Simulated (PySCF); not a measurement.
## Name the molecule from its bond curve

A diatomic of charge -1 contains B. Its doublet curve at PBE0 in a double-zeta basis (no relativity, PySCF), in eV from the separated fragments:

| R (Å) | E (eV) |
| --- | --- |
| 1.639 | -1.278 |
| 1.715 | -1.542 |
| 1.792 | -1.679 |
| 1.849 | -1.723 |
| 1.906 | -1.733 |
| 1.963 | -1.718 |
| 2.039 | -1.671 |
| 2.135 | -1.586 |
| 2.249 | -1.462 |
| 2.402 | -1.287 |

The fit gives ωe = 509 cm⁻¹ and the rotational constant Bₑ = 0.5593 cm⁻¹.

**Question.** Which atom is the partner?

**Answer.** The minimum lies at 1.897 Å, so the reduced mass is 16.8576 u Å² cm⁻¹/(Bₑ·Re²) = 8.376 u. With B at 11.01 u the partner weighs about 35.0 u: Cl. The molecule is BCl⁻.

The highest Kohn–Sham level is positive in this anion. Much of that is self-interaction error, but it also means that the finite basis helps to hold the extra electron. The state is the lowest determinant that a PBE0 search found; another state may lie lower at other levels.
